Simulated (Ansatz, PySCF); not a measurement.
Molecule: propene, C$_{3}$H$_{6}$ (charge 0, singlet). SMILES: C=CC
Coordinates optimised at B3LYP-D3(BJ)/def2-TZVP (Ansatz, a first-principles code):
```
C
C 1 1.3267
H 2 1.0824 1 121.67
H 2 1.0845 3 116.84 1 180.00
H 1 1.0871 2 118.81 3 0.00
C 1 1.4957 5 116.00 2 180.00
H 6 1.0909 1 111.47 5 -180.00
H 6 1.0939 7 108.29 1 -122.37
H 6 1.0939 7 108.29 8 -115.25
```

Property: atomisation energy (electronic, to ground-state atoms), in kcal/mol. Correlated levels leave the core frozen unless marked. Open shells are spin-unrestricted. No spin-orbit coupling. Non-relativistic. The coupled-cluster limit lacks core correlation, which all-electron functionals hold. CBS marks a two-point X^-3 extrapolation of the correlation energy; Hartree-Fock from the larger set. The bracket is a focal-point correction in the basis named.

```tsv
level	program	atomisation energy (kcal/mol)
SVWN5/def2-TZVPD	Ansatz	?
PBE0-D3(BJ)/def2-TZVPD	Ansatz + dftd3	?
TPSSh-D4/def2-TZVPD	PySCF + dftd4	866.4
CCSD/cc-pVTZ	Ansatz	831.3
RI-MP2/CBS(aug-cc-pVTZ,aug-cc-pVQZ)+[CCSD(T)-MP2]/aug-cc-pVTZ	Ansatz	859.8
```

Some entries are withheld; supply them.


- SVWN5/def2-TZVPD, atomisation energy (kcal/mol): 969.4
- PBE0-D3(BJ)/def2-TZVPD, atomisation energy (kcal/mol): 864.8
